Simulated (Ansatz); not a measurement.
Wavefunction ladder for C$_{4}$H$_{5}$F (`CC1C=C1F`)

Z-matrix (Å, degrees):
```
C
C 1 1.509
H 1 1.094 2 110.9
H 1 1.094 2 111.1 3 119.4
H 1 1.093 2 110.9 3 -120.3
C 2 1.549 1 121.3 3 87.5
C 2 1.461 1 122.8 3 147.6
H 2 1.094 1 113.4 3 -59.6
H 6 1.075 2 144.5 1 -71.1
F 7 1.310 2 143.6 1 73.4
```

The species carries charge 0 and has multiplicity 1. The structure was optimised at the PBE0-D4/def2-TZVP level. Frozen core, restricted reference, Ansatz 0.2.0. CBS rows extrapolate triple and quadruple zeta; past MP2 they add the triple-zeta difference.

```
     basis     HF (Eh)  MP2 corr.
  def2-SVP  -253.51181   -0.72287
def2-TZVPP  -253.80730   -0.89902
def2-QZVPP  -253.81847   -0.96411
```

(1) Estimate the CCSD correlation energy and the (T) correction in each basis where they were run (hartree).

Answers

(1) 
| basis | CCSD corr. | (T) |
| --- | --- | --- |
| def2-SVP | -0.76005 | -0.02490 |
| def2-TZVPP | -0.92550 | -0.03936 |
| CBS(def2) | -1.03881 | as TZ |
